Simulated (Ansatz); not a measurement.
**C2P radical: geometry and frequencies at several levels**

An exercise on one series of results from a longer session: the logs are not shown, and one member is left open.

Program: Ansatz 0.2.0. Level of theory: the levels named in each step. These are calculated values, not measurements.

### The structure to begin with

Bond lengths: C1–C2 1.278 Å, C2–P3 1.640 Å. Angles: C1–C2–P3 180.0°.

Coordinates:

```xyz
3

C     0.0000    0.0000   -1.3986
C     0.0000    0.0000   -0.1205
P     0.0000    0.0000    1.5191
```

The first run:

Contents of input.yaml:

```yaml
crystal:
  periodic: [false, false, false]
  atoms:
    - { symbol: C, position_ang: [0.0, 0.0, -1.39862] }
    - { symbol: C, position_ang: [0.0, 0.0, -0.12045] }
    - { symbol: P, position_ang: [0.0, 0.0, 1.51907] }
magnetization:
  spin_polarized: true
  initial_magnetization: 1
basis:
  gaussian: { orbitals: def2-SVP }
hamiltonian:
  xc: pbe
  dispersion: d4
relax:
  f_tol: 0.03
  max_steps: 200
```

Started as:

```console
$ ansatz run input.yaml --threads 2 --pin off --max-ram 5120MiB --backend cpu --events-out ev --progress --plain --runs-dir out
```

Steps of the session up to this table: A rough first relaxation, PBE-D4/def2-SVP; Relaxation, PBE0-D4/def2-TZVPP; Frequencies, PBE0-D4/def2-TZVPP; Relaxation, PBE-D4/def2-TZVPP; Frequencies, PBE-D4/def2-TZVPP; Relaxation, r2SCAN-D4/def2-TZVPP; Frequencies, r2SCAN-D4/def2-TZVPP; Relaxation, B3LYP-D4/def2-TZVPP; Frequencies, B3LYP-D4/def2-TZVPP; Relaxation, B2PLYP/def2-TZVPP.

One table of the session follows, with a row left open; its other results are not shown here.

```
               level  C1–C2 (Å)  C2–P3 (Å)  rotational constants (MHz)  dipole (D)  highest frequency (cm⁻¹)
  PBE0-D4/def2-TZVPP     1.3030     1.6021                      6408.4        3.37                      1732
   PBE-D4/def2-TZVPP     1.3136     1.6206                      6278.7        3.34                      1687
r2SCAN-D4/def2-TZVPP          ?          ?                           ?           ?                         ?
 B3LYP-D4/def2-TZVPP     1.3009     1.6060                      6396.5        3.42                      1728
   B2PLYP/def2-TZVPP     1.3008     1.6072                      6391.3        3.47                         -
```

Estimate the missing values for r2SCAN-D4/def2-TZVPP.

As computed: C1–C2 (Å): 1.3084; C2–P3 (Å): 1.6068; rotational constants (MHz): 6365; dipole (D): 3.34; highest frequency (cm⁻¹): 1704. In the column «C1–C2 (Å)» it lies between PBE0-D4/def2-TZVPP (1.3030) and PBE-D4/def2-TZVPP (1.3136).
